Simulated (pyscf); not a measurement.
Structures and frequencies: ωB97X-D3(BJ)/def2-SVP in PySCF.

Problem. Estimate by transition-state theory the rate constant of H₂N–Al(NH₂)–NH₂ + CH₃• → •HN–Al(NH₂)–NH₂ + CH₄ (doublet surface; H–N broken, C–H formed) at 1200 K, with ωB97M-D3(BJ)/def2-TZVP energies (ideal gas, 1 atm, RRHO with modes under 100 cm⁻¹ raised to 100, one conformer, R ln 2 for chiral ones without a mode under 150 cm⁻¹; no tunnelling).

Solution. The electronic barrier is 18.2 kcal/mol and the thermal terms add +36.3, so ΔG‡ = 54.5 kcal/mol. With k_BT/h = 2.50e+13 s⁻¹ and RT = 2.385 kcal/mol, and a volume of 1.64e-19 cm³ per molecule at 1 atm, k = 4.8e-16 cm³ molecule⁻¹ s⁻¹. Wigner's tunnelling factor for 1742i cm⁻¹ would be 1.18. A shift of 1 kcal/mol in the barrier changes k by a factor 1.5. One saddle was located; it need not be the lowest between these sides. The angle at the transferred H is 164°.
